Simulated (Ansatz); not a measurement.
# One element changed: atomization energies of H$_{2}$B–F, H$_{2}$Al–F

Ansatz 0.2.0, functionals in def2-QZVPP, HF, MP2 and coupled cluster extrapolated from def2-TZVPP and def2-QZVPP (exp(−7.88 √X), X^−2.97); geometries are PBE0/def2-TZVP minima. Wave-function levels freeze the cores; HF, MP2 and coupled cluster are restricted for singlets and unrestricted otherwise, atoms included (their steps beyond CCSDT(Q) come from restricted open-shell runs), Kohn–Sham unrestricted where that lies lower. The best estimate adds to that CCSD(T) limit the step from CCSD(T) to the highest level run in a smaller set (CCSDT(Q)/cc-pVTZ, CCSDTQ/cc-pVDZ). It lacks core correlation, which semilocal and hybrid functionals hold and which counts in their errors here, (a few kJ/mol in atomization energies of light atoms) is good to about 1 kcal/mol where the step is under 0.06 eV, as here, and is no measured value. An error is the level's value less this estimate. Energies are electronic, without zero-point terms. No spin–orbit coupling and no scalar relativity. CCSD(T)'s error is that step with its sign reversed, by construction, and steps from double-zeta sets run high. The species are chosen: bound, without strong static correlation by their natural occupations or amplitudes, in their lowest spin state as far as vertical gaps and like structures tell, and with a ladder that closes on the reference, so errors are smaller than for species at large; levels whose determinant breaks symmetry or spin markedly are left out.

```
        species                                      bonds (Å)     quantity  symmetry of the states                         reference  value (kJ/mol)  error MP2  error CCSD(T)  error PBE  error r2SCAN  error wB97M-V
 H2B–F, singlet     B–F 1.317, B–H 1.197, angles at B 118/124°  atomization                      A1  limit + step to CCSDT(Q)/cc-pVTZ          1435.5       35.5            0.1       16.4          11.0            9.3
H2Al–F, singlet  F–Al 1.650, Al–H 1.576, angles at Al 117/126°  atomization                      A1    limit + step to CCSDTQ/cc-pVDZ          1207.4       21.5           -0.8      -33.0         -12.5          -14.2
```

The reference falls from B to Al, by 228.1 kJ/mol in all.
